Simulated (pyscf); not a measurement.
6 gas-phase steps of one pattern: 1,1-elimination on the singlet surface, Al/Ga/In–H, Al/Ga/In–N broken and H–N formed. Structures and frequencies: ωB97X-D3(BJ)/def2-SVP in PySCF. Electronic energies in eV, between the relaxed ends of the descent from the saddle (adducts or complexes of the species named), with the reactant end as zero; ΔE‡ and ΔE at ωB97X-D3(BJ)/def2-TZVP. Rows were drawn at random from the steps of this pattern with a verified saddle, stable references and a bound adduct at one end at least.

```
row                                step     ΔE   ΔE‡
---  ----------------------------------  -----  ----
1    H₂N–InH–OH → HO–In [singlet] + NH₃  -1.03  2.27
2    H₂N–GaH–Cl → Cl–Ga [singlet] + NH₃  -0.05  2.83
3    H₂N–GaH–OH → HO–Ga [singlet] + NH₃  +0.08  2.82
4        H₂N–GaH₂ → NH₃ + GaH [singlet]  +0.81  3.00
5    H₂N–AlH–Cl → Al–Cl [singlet] + NH₃  +1.10     ?
6        H₂N–AlH₂ → AlH [singlet] + NH₃  +1.63  3.36
```

Problem. Fit ΔE‡ = a + b·ΔE to the other rows and predict row 5.

Solution. Over the 5 complete rows the means are +0.29 (ΔE) and 2.86 (ΔE‡); least squares gives b = 0.39 and a = 2.74 eV, with residuals of 0.07 eV (root mean square; largest 0.11, row 2). For row 5: 2.74 + 0.39 × (+1.10) = 3.17 eV. The computed barrier is 3.19 eV, 0.02 over the line. The line follows these rows closely. A slope of 0.39 suggests early, reactant-like saddles. Each barrier is that of the saddle found. Elements up to Kr have no core potential and no relativistic terms here. Elements past Kr carry the def2 core potentials, without spin-orbit coupling.
